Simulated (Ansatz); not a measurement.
# CH3AlCl: composite energy at a relaxed geometry in Python

Wanted for CH3AlCl: a composite energy at a relaxed geometry. SMILES: [CH3][Al][Cl].

Program: Ansatz 0.2.0, driven from Python. The levels of theory stand in the script. These are calculated values, not measurements.

### 1 The structure

Bond lengths: C1–Al2 1.934 Å, Al2–Cl3 2.178 Å, C1–H4 1.162 Å, C1–H5 1.144 Å, C1–H6 1.133 Å. Angles: C1–Al2–Cl3 118.9°, Al2–C1–H4 111.9°, Al2–C1–H5 111.0°, Al2–C1–H6 112.9°, H4–C1–H5 109.5°, H4–C1–H6 107.3°, H5–C1–H6 103.9°.

No structure file is read: the coordinates are typed or built in the script.

### 2 The code

File composite_ch3alcl.py:

```python
"""Relax CH3AlCl cheaply, then refine its energy."""

import itertools
import warnings

import ansatz as az
from ase.data import atomic_numbers, covalent_radii
import numpy as np

GEOMETRY = """
C    -0.43550    0.42720   -0.28420
Al    0.12160   -1.34370    0.25780
Cl    2.07020   -1.59250    1.19900
H     0.37310    1.22770   -0.04880
H    -1.41980    0.71950    0.22130
H    -0.66740    0.49770   -1.39140
"""


def main() -> None:
    warnings.simplefilter("ignore", az.DeckWarning)

    mol = az.Crystal.molecule()
    for line in GEOMETRY.strip().splitlines():
        symbol, *xyz = line.split()
        mol = mol.atom(symbol, [float(v) for v in xyz])

    model = (
        mol.calculation()
        .basis(gaussian="def2-SVP")  # atom-centred Gaussian functions
        .functional("pbe0")
        .spin("collinear", total=1)
    )
    symbols = [site.symbol for site in mol.cartesian_sites]
    start = np.array([site.position_ang for site in mol.cartesian_sites], dtype=float)
    data = model.relax(force_tolerance=0.01).run(threads=1, pin="off").report
    end = np.array(data["positions_ang"])
    # pairs closer than 1.2 times the sum of covalent radii, before or after
    radius = [covalent_radii[atomic_numbers[s]] for s in symbols]
    span = lambda where, i, j: np.linalg.norm(where[i] - where[j])
    bonded = [(i, j) for i, j in itertools.combinations(range(len(symbols)), 2) if min(span(start, i, j), span(end, i, j)) < 1.2 * (radius[i] + radius[j])]
    print("pair        before    after (A)")
    for i, j in bonded:
        print(f"{symbols[i]}{i}-{symbols[j]}{j}".ljust(10), f"{span(start, i, j):8.4f} {span(end, i, j):8.4f}")

    minimum = az.Crystal.molecule()
    for symbol, place in zip(symbols, end):
        minimum = minimum.atom(symbol, place.tolist())
    at_minimum = minimum.calculation().spin("collinear", total=1)
    # MP2 extrapolated to the basis limit, plus the small-basis difference CCSD(T) - MP2
    level = lambda method, basis: at_minimum.basis(gaussian=basis).correlation(method).run(threads=1, pin="off").report
    small, large, cluster = level("mp2", "cc-pVDZ"), level("mp2", "cc-pVTZ"), level("ccsd_t", "cc-pVDZ")
    corr = lambda each: (each["free_energy_ev"] - each["reference_energy_ev"]) / 27.211386246
    mp2_limit = (27 * corr(large) - 8 * corr(small)) / 19
    pieces = {"HF / cc-pVTZ": large["reference_energy_ev"] / 27.211386246, "MP2 correlation, DZ-TZ limit": mp2_limit, "CCSD(T) - MP2 / cc-pVDZ": corr(cluster) - corr(small)}
    for name, value in pieces.items():
        print(f"{name:32s} {value:14.6f} Ha")
    print(f"{'sum':32s} {sum(pieces.values()):14.6f} Ha")
    print("T1 diagnostic", round(cluster["correlation"]["coupled_cluster"]["t1_diagnostic"], 4))


if __name__ == "__main__":
    main()
```

### 3 The calls as engine input

The engine receives this input (first run):

```yaml
crystal:
  periodic: [false, false, false]
  atoms:
    - { symbol: C, position_ang: [-0.4355, 0.4272, -0.2842] }
    - { symbol: Al, position_ang: [0.1216, -1.3437, 0.2578] }
    - { symbol: Cl, position_ang: [2.0702, -1.5925, 1.199] }
    - { symbol: H, position_ang: [0.3731, 1.2277, -0.0488] }
    - { symbol: H, position_ang: [-1.4198, 0.7195, 0.2213] }
    - { symbol: H, position_ang: [-0.6674, 0.4977, -1.3914] }
basis:
  gaussian:
    orbitals: def2-SVP
hamiltonian:
  xc: pbe0
magnetization:
  spin_polarized: true
  initial_magnetization: 1.0
relax:
  f_tol: 0.01
```

### 4 Running it

On the command line:

```sh
$ python composite_ch3alcl.py
```

Standard output:

```text
pair        before    after (A)
C0-Al1       1.9340   1.9694
C0-H3        1.1619   1.1017
C0-H4        1.1445   1.1024
C0-H5        1.1334   1.1024
Al1-Cl2      2.1783   2.1296
HF / cc-pVTZ                        -741.128426 Ha
MP2 correlation, DZ-TZ limit          -0.462582 Ha
CCSD(T) - MP2 / cc-pVDZ               -0.044012 Ha
sum                                 -741.635020 Ha
T1 diagnostic 0.0128
```

Wall time 22 s (1 thread of Intel Xeon Platinum 8488C (Sapphire Rapids), shared host); peak memory 0.36 GiB.

Lines on the test bed's own set-up are left out of the output.

A comment line of the script is reworded here; the code is as run.

### 5 Path of the relaxation of run 0

The steps of the relaxation:

```csv
step,energy from step 1 (eV),largest force component (eV/Å)
1,0.0000,1.9809
2,-0.1142,0.7585
3,-0.1258,0.0551
4,-0.1261,0.0127
5,-0.1262,0.0021
```

Step 1 is the start.

Before: Bond lengths: C1–Al2 1.934 Å, Al2–Cl3 2.178 Å, C1–H4 1.162 Å, C1–H5 1.144 Å, C1–H6 1.133 Å. Angles: C1–Al2–Cl3 118.9°, Al2–C1–H4 111.9°, Al2–C1–H5 111.0°, Al2–C1–H6 112.9°, H4–C1–H5 109.5°, H4–C1–H6 107.3°, H5–C1–H6 103.9°.

After: Bond lengths: C1–Al2 1.969 Å, Al2–Cl3 2.130 Å, C1–H4 1.102 Å, C1–H5 1.102 Å, C1–H6 1.102 Å. Angles: C1–Al2–Cl3 118.3°, Al2–C1–H4 110.8°, Al2–C1–H5 110.3°, Al2–C1–H6 110.3°, H4–C1–H5 109.0°, H4–C1–H6 109.0°, H5–C1–H6 107.4°.

Run 0 is this relaxation; the runs after it count from 1.

### 6 Run by run

One row for each of the 3 runs:

```csv
run,basis,method,energy (eV),<S²>,iterations in all,CPU time (s)
1,cc-pVDZ,mp2,-20174.8229,0.76,14,0.92
2,cc-pVTZ,mp2,-20178.6073,0.76,12,2.5
3,cc-pVDZ,ccsd_t,-20176.0205,0.76,63,5.5
```

### 7 Outcome

| quantity | value |
| --- | --- |
| T1 diagnostic | 0.0128 |
| composite energy | -741.635020 Ha |
| runs compared | 3 |

In CPU time, run 3 cost about 6 times as much as run 1. A T1 diagnostic under about 0.02 supports a single-reference treatment, as here. Run 0: After 4 moves the largest shift is 0.051 Å, of atom 4 (H). Notes:
- The sum leaves out core correlation, relativity, the Hartree-Fock basis error and zero-point energy; a DZ-TZ extrapolation is rough.
- The species is open-shell (spin multiplicity 2).
- Inner cores stay frozen, so this is valence correlation.
- For Al to Cl the sets with a tight d function, cc-pV(X+d)Z, are usual.
- An extrapolation from small basis sets is rough.
